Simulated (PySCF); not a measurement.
# Stationary points of S(OH)₃

These are results of PBE0/[S def2-TZVP, O def2-TZVP, H def2-TZVP], no relativity, density fitting, PySCF, not measurements.

Relaxations began from a few typed shapes; open shells are unrestricted. The search is not exhaustive: other isomers or separated fragments can lie lower, and high-lying points may rest on an excited occupation.

(1) Order these stationary points by electronic energy, lowest first, in kJ/mol from the lowest minimum.
A. doublet C3h: O–H 0.968 Å (×3), S–O 1.791 Å (×3); H–O–S 110.0° (×3), O–S–O 120.0° (×3)
B. doublet C1: O–H 0.963 Å, O–H 0.966 Å, O–H 0.969 Å, S–O 1.625 Å, S–O 1.690 Å, S–O 1.789 Å; H–O–S 105.4°, H–O–S 107.0°, H–O–S 112.4°, O–S–O 84.4°, O–S–O 88.7°
C. doublet C3v: O–H 0.966 Å (×3), S–O 1.722 Å (×3); H–O–S 110.0° (×3), O–S–O 117.4° (×3)
D. doublet C1: O–H 0.963 Å, O–H 0.966 Å, O–H 0.983 Å, S–O 1.588 Å, S–O 1.624 Å, S–O 2.011 Å; H–O–S 103.1°, H–O–S 106.0°, H–O–S 107.8°, O–S–O 81.8°, O–S–O 87.4°

(2) Which of them are minima?

Answers

(1) B (0.0), D (30.8), C (82.7), A (227.8).

(2) By energy in kJ/mol, 0.0: minimum; 30.8: minimum; 82.7: saddle point, 2 imaginary modes; 227.8: saddle point, 6 imaginary modes.
